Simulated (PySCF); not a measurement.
CH4S, SMILES CS. Geometry: B3LYP-D3(BJ)/def2-TZVP.

PySCF with TDDFT-PBE/def2-TZVPD puts the lowest singlet excitations at 4.92, 5.53, 6.22, 6.42, 6.45, 7.22 eV.

Question: What are the lowest excitation roots from PySCF with ADC(2)/aug-cc-pVDZ? (Estimate from the structure and the level; the computed values follow.)

Answer: 5.43, 6.07, 6.89, 7.07, 7.11, 8.08 eV. S1 differs by 0.51 eV (second minus first; roots are paired by order, and the bases may differ).
